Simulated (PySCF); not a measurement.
# PN: electronic excitations at several levels of theory, part 2 of 2

PySCF 2.14.0. Atoms count from 0. Earlier steps stand in the parts before.

## 11. TDDFT and polarisability: PBE0/def2-TZVPD

The job: settings as JSON, then the geometry in Å.

```
{"job": {"kind": "uv", "xc": "PBE0", "basis": "def2-TZVPD"}, "charge": 0, "multiplicity": 1}
N      0.746977    -0.006108    -0.005302
P     -0.741467     0.008648    -0.022988
```

Method: TDDFT PBE0/def2-TZVPD, vertical, gas phase, core orbitals frozen in the response.

Standard output:

```text
coarse grid: 2688 points
cycle   1  E = -395.8157529863  dE =  1.178e-01  |g| = 5.572e-01  |ddm| = 1.323e+00
cycle   2  E = -395.0422443222  dE =  7.735e-01  |g| = 1.691e+00  |ddm| = 1.378e+00
cycle   3  E = -395.9002005563  dE = -8.580e-01  |g| = 3.532e-02  |ddm| = 1.095e+00
cycle   4  E = -395.9005339808  dE = -3.334e-04  |g| = 1.515e-02  |ddm| = 4.938e-02
cycle   5  E = -395.9005813281  dE = -4.735e-05  |g| = 4.095e-03  |ddm| = 1.050e-02
cycle   6  E = -395.9005855588  dE = -4.231e-06  |g| = 9.374e-04  |ddm| = 2.963e-03
final grid: 22920 points
cycle   7  E = -395.8993117689  dE = -8.812e-07  |g| = 5.683e-03  |ddm| = 1.526e-02
cycle   8  E = -395.8992503017  dE =  6.147e-05  |g| = 1.684e-02  |ddm| = 1.188e-02
cycle   9  E = -395.8993181790  dE = -6.788e-05  |g| = 1.085e-03  |ddm| = 9.552e-03
cycle  10  E = -395.8993184623  dE = -2.834e-07  |g| = 6.324e-05  |ddm| = 6.476e-04
cycle  11  E = -395.8993184633  dE = -9.790e-10  |g| = 1.674e-05  |ddm| = 6.339e-05
converged SCF energy = -395.8993184633

Static polarisability (au): isotropic 27.834, principal 23.664 23.664 36.173

Singlet excitations
state   eV       nm        f      main configurations
  1   4.7049    263.5   0.00000   H-1->L 0.49, H-2->L+1 0.49
  2   5.0174    247.1   0.00328   H->L 0.99
  3   5.0174    247.1   0.00328   H->L+1 0.99
  4   5.1207    242.1   0.00000   H-2->L 0.49, H-1->L+1 0.49
  5   5.1207    242.1   0.00000   H-2->L+1 0.49, H-1->L 0.49
  6   7.7146    160.7   0.06815   H->L+2 0.34, H-1->L+1 0.29, H-2->L 0.29
  7   8.7174    142.2   0.06687   H-1->L+2 0.97
  8   8.7174    142.2   0.06687   H-2->L+2 0.97
  9   9.1570    135.4   0.08362   H->L+3 0.49, H->L+2 0.41
 10   9.3648    132.4   0.06390   H-1->L+3 0.99

Triplet excitations (Tamm-Dancoff, eV): 3.4338 3.8745 3.8745 3.9187
```

It took 1.8 s on 1 thread, shared host.

Key values: HOMO -9.31 eV, LUMO -2.43 eV; lowest singlet 4.70 eV.

## 12. Ultraviolet spectrum: PBE0/6-31+G*

The job: settings as JSON, then the geometry in Å.

```
{"job": {"kind": "uv", "xc": "PBE0", "basis": "6-31+G*"}, "charge": 0, "multiplicity": 1}
N      0.746977    -0.006108    -0.005302
P     -0.741467     0.008648    -0.022988
```

Level: TDDFT PBE0/6-31+G*, vertical, gas phase, core orbitals frozen in the response.

Standard output:

```text
coarse grid: 2688 points
cycle   1  E = -395.7996540016  dE =  1.178e-01  |g| = 4.997e-01  |ddm| = 1.864e+00
cycle   2  E = -395.1473732216  dE =  6.523e-01  |g| = 1.531e+00  |ddm| = 2.097e+00
cycle   3  E = -395.8730086166  dE = -7.256e-01  |g| = 1.943e-02  |ddm| = 1.670e+00
cycle   4  E = -395.8731107296  dE = -1.021e-04  |g| = 9.829e-03  |ddm| = 4.193e-02
cycle   5  E = -395.8731355245  dE = -2.479e-05  |g| = 3.335e-03  |ddm| = 1.160e-02
cycle   6  E = -395.8731384664  dE = -2.942e-06  |g| = 6.915e-04  |ddm| = 3.463e-03
final grid: 22920 points
cycle   7  E = -395.8487924593  dE =  6.011e-06  |g| = 6.781e-03  |ddm| = 1.233e-02
cycle   8  E = -395.8486814084  dE =  1.111e-04  |g| = 2.191e-02  |ddm| = 2.165e-02
cycle   9  E = -395.8488039769  dE = -1.226e-04  |g| = 2.453e-04  |ddm| = 1.709e-02
cycle  10  E = -395.8488039959  dE = -1.896e-08  |g| = 2.153e-05  |ddm| = 3.312e-04
cycle  11  E = -395.8488039960  dE = -7.014e-11  |g| = 1.403e-05  |ddm| = 2.594e-05
converged SCF energy = -395.8488039960

Static polarisability (au): isotropic 23.478, principal 16.994 16.994 36.446

Singlet excitations
state   eV       nm        f      main configurations
  1   4.8160    257.4   0.00000   H-1->L 0.50, H-2->L+1 0.50
  2   5.1384    241.3   0.00255   H->L 0.60, H->L+1 0.39
  3   5.1384    241.3   0.00255   H->L+1 0.60, H->L 0.39
  4   5.2735    235.1   0.00000   H-2->L+1 0.49, H-1->L 0.49
  5   5.2735    235.1   0.00000   H-2->L 0.49, H-1->L+1 0.49
  6   7.9463    156.0   0.04698   H-1->L+1 0.26, H-2->L 0.26, H->L+2 0.25
  7   8.6671    143.1   0.10409   H-1->L+2 0.95
  8   8.6671    143.1   0.10409   H-2->L+2 0.95
  9   8.8031    140.8   0.05930   H->L+2 0.69, H->L+3 0.20
 10   9.0856    136.5   0.02660   H-1->L+3 0.95

Triplet excitations (Tamm-Dancoff, eV): 3.5138 3.9747 3.9747 4.0371
```

Wall time 1 s (1 thread, shared host).

Key values: HOMO -9.37 eV, LUMO -2.38 eV; lowest singlet 4.82 eV.

## 13. Run by run: electronic excitations

Excitations and ground-state properties, with basis size and wall time:

```csv
run,lowest singlet (eV),brightest (eV),f,gap (eV),α (Å³),μ (D),functions,time
CAM-B3LYP/def2-SVPD,4.66,9.66,0.139,9.65,3.83,2.98,44,6.3 s
wB97X-D/def2-SVPD,4.73,9.86,0.244,10.77,3.89,2.87,44,5.5 s
LC-wPBE/def2-SVPD,4.66,10.14,0.316,12.19,3.82,2.98,44,6.3 s
PBE0/6-31G*,4.88,10.81,0.874,7.10,2.98,2.47,32,0.9 s
PBE0/def2-SVP,4.90,11.16,0.389,7.09,2.95,2.54,32,0.8 s
PBE0/def2-TZVP,4.72,10.20,1.000,6.91,3.56,2.84,68,1.5 s
PBE0/aug-cc-pVDZ,4.81,8.96,0.196,6.99,4.09,2.75,50,1.2 s
PBE0/aug-cc-pVTZ,4.73,8.83,0.155,6.90,4.17,2.83,96,2.3 s
PBE0/def2-TZVPD,4.70,9.16,0.084,6.88,4.12,2.86,80,1.8 s
PBE0/6-31+G*,4.82,8.67,0.104,6.99,3.48,2.77,40,1 s
```

Measured dipole: 2.75 D (gas; NIST CCCBDB Release 22 (SRD 101), experimental dipoles).

## 14. Outcome

This closing draws on all 2 parts.

| quantity | value |
| --- | --- |
| point group | C∞v |
| rotational constants (main isotopes) | 23.65, 23.65 GHz |
| lowest singlet (CAM-B3LYP/def2-SVPD) | 4.66 eV (266 nm), f = 0.000 |
| brightest single state of those computed | state 9, 9.66 eV, f = 0.139 |
| lowest triplet | 3.50 eV |
| vertical ionisation energy (ΔSCF) | 11.92 eV |
| vertical electron affinity (ΔSCF) | -0.21 eV (unbound: the value hangs on the basis) |
| range of the lowest singlet | 4.66 to 4.90 eV |

What this shows: Single values in the summary come from the first run of each kind that ended normally (CAM-B3LYP/def2-SVPD), which need not be the best level. Relaxing lowered the energy by 0.035 eV in 3 steps; the close pair that moved most is N0–P1, from 1.458 to 1.489 Å. The lowest computed singlet (4.66 eV, vertical) stands against 4.94 eV for the lowest singlet in the measured list, an adiabatic value that should lie below a vertical one; the two are paired by order alone, not by symmetry. The first singlet state (HOMO−1→LUMO 0.50, HOMO−2→LUMO+1 0.50) lies at 4.66 eV and is dark; of the 10 states computed, the strongest absorption comes from state 9 at 9.66 eV. The lowest triplet lies 1.16 eV below the lowest singlet (triplets in Tamm-Dancoff, singlets in full TDDFT). The orbital energy would give 10.72 eV for ionisation, ΔSCF gives 11.92 eV. The dipole moment, 2.98 D, compares with 2.75 D measured. The lowest singlet runs from 4.66 eV (CAM-B3LYP/def2-SVPD) to 4.90 eV (PBE0/def2-SVP), while the orbital gap spans 6.88 to 12.19 eV. The lowest state need not be the same one in every run. The runs solved for a few states only, so the brightest column depends on that window. For the measured dipole, PBE0/aug-cc-pVDZ misses least (0.00 D, 1.2 s) and PBE0/6-31G* most (0.28 D, 0.9 s); the quickest, PBE0/def2-SVP, misses by 0.21 D in 0.8 s. One molecule ranks no method: errors cancel, and vibration and temperature are missing from all runs.
